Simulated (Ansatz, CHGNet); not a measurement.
For rutile TiO₂, the machine-learned potential CHGNet 0.3.0 (trained on PBE and PBE+U data) gives:

| Item | Value |
|---|---|
| lattice parameter a | 4.650 Å |
| lattice parameter c | 2.967 Å |
| elastic constant C11 | 251 GPa |
| elastic constant C44 | 93.0 GPa |
| polycrystal shear modulus | 91.8 GPa |

Problem. What does HSE06 (plane waves, PAW; Ansatz, a first-principles code) give for the same quantities?

Solution. 
- lattice constant a: 4.580 Å (falls by 1.5 %)
- lattice parameter c: 2.944 Å (shrinks by 0.8 %)
- elastic constant C11: 302 GPa (rises by 20 %)
- elastic constant C44: 133 GPa (rises by 43 %)
- Voigt–Reuss–Hill shear modulus: 126 GPa (grows by 37 %)

For comparison: lattice constant a 4.587 Å (measured, 15 K, no zero-point or thermal correction; as tabulated in Burdett, Hughbanks, Miller, Richardson, Smith, powder neutron diffraction …); lattice parameter c 2.954 Å (measured, 15 K, not corrected to a static lattice; as tabulated in Burdett, Hughbanks, Miller, Richardson, Smith, powder neutron diffraction …); elastic constant C11 268 GPa (measured, room temperature, no zero-point or thermal correction; as tabulated in Elasticity of TiO2 rutile to 1800 K); elastic constant C44 124 GPa (measured, room temperature, no zero-point or thermal correction; as tabulated in Elasticity of TiO2 rutile to 1800 K).

Changes are worked out from the printed values.

Unless a cell is named, each level is at its own relaxed cell (CHGNet 0.3.0 10.69, HSE06 10.30 Å³/atom).

Ansatz's density-functional and Hartree–Fock values are scalar-relativistic unless marked +SOC, with PAW data made under PBE.
